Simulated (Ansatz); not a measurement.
# SiCF+ (triplet): from Hartree-Fock to the top rungs, cc-pVDZ

One table from this session's results is given with a row withheld; the runs are named, their logs left out.

Method: cc-pVDZ, core rule «outside noble gas», up to 7 orbitals frozen; program: Ansatz 0.2.0, Gaussian basis.

To be run: UHF; CCSD(T) on ROHF; CCSD(T) on UHF; BCCD(T) on ROHF; CISD; CCSDT(Q) on ROHF; CCSDT(Q) on UHF.

23 further runs of the same task are left out: 4 for a known fault of the program, 6 that didn't finish, 13 set aside as unsound or not needed.

## What is computed

The geometry is a PBE0/def2-TZVP stationary point (not a proven minimum) of the parent state, kept for this charge and spin.

3 atoms, charge 1, spin multiplicity 3.

Atoms are counted from 1 here; the program's logs count them from 0.

Bond lengths: F1–C2 1.276 Å, C2–Si3 1.687 Å. Angles: F1–C2–Si3 180.0°.

The first run:

Input file in.yaml:

```yaml
crystal:
  periodic: [false, false, false]
  atoms:
    - {symbol: F, position_ang: [0.000000, 0.000000, -1.413044]}
    - {symbol: C, position_ang: [0.000000, 0.000000, -0.136834]}
    - {symbol: Si, position_ang: [0.000000, 0.000000, 1.549877]}
basis:
  gaussian: {orbitals: cc-pVDZ}
total_charge: 1
magnetization: {spin_polarized: true, initial_magnetization: 2}
hamiltonian: {xc: hf}
output: {orbitals: {seedname: orbitals}}
```

Command:

```bash
$ ansatz run in.yaml --threads 1 --pin off --events-out ev --progress --plain --max-ram 2393MiB
```

Steps of the session up to this table: UHF; CCSD(T) on ROHF; CCSD(T) on UHF; BCCD(T) on ROHF; CISD; CCSDT(Q) on ROHF; CCSDT(Q) on UHF.

One of the session's tables, all rows but one given; the rest of the session is left out.

| method | from UCCSDT(Q) (meV) |
| --- | --- |
| ROHF | +10325.3 |
| UHF | ? |
| RMP2 | +1148.9 |
| UMP2 | +1166.5 |
| CISD | +1291.8 |
| RCCSD | +374.0 |
| UCCSD | +370.5 |
| RCCSD(T) | +67.3 |
| UCCSD(T) | +68.1 |
| BCCD(T) | +60.3 |
| RCCSDT | +26.7 |
| UCCSDT | +26.0 |
| RCCSDT(Q) | +8.4 |
| UCCSDT(Q) | 0 |

**Question.** Estimate the row for UHF.

As computed: from UCCSDT(Q) (meV): +10152.7. In the column «from UCCSDT(Q) (meV)» it lies between CISD (+1291.8) and ROHF (+10325.3).

Caveats from the session: Restricted and unrestricted rows rest on different reference determinants; where their highest levels disagree by more than a few hundredths of an eV, they describe different states and don't form one ladder.
